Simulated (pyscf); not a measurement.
Structures and frequencies: ωB97X-D3(BJ)/def2-SVP in PySCF.

Task: H₂N–SiH: (SMILES N[SiH]) [singlet] + H₂ (SMILES [H][H]) → H₂N–SiH₃ (SMILES N[SiH3])
Surface: singlet. Broken: H–H. Formed: H–Si, H–Si. Give ΔE‡ and ΔE from ωB97M-D3(BJ)/def2-TZVP, relative to the separated reactants.

Result: ΔE‡ = 23.9 kcal/mol, ΔE = -39.6 kcal/mol. Zero-point energy shifts the barrier by +2.0 kcal/mol. It is an insertion, with an imaginary mode of 1294i cm⁻¹. This is the saddle that the search found; another between the same sides may lie lower.
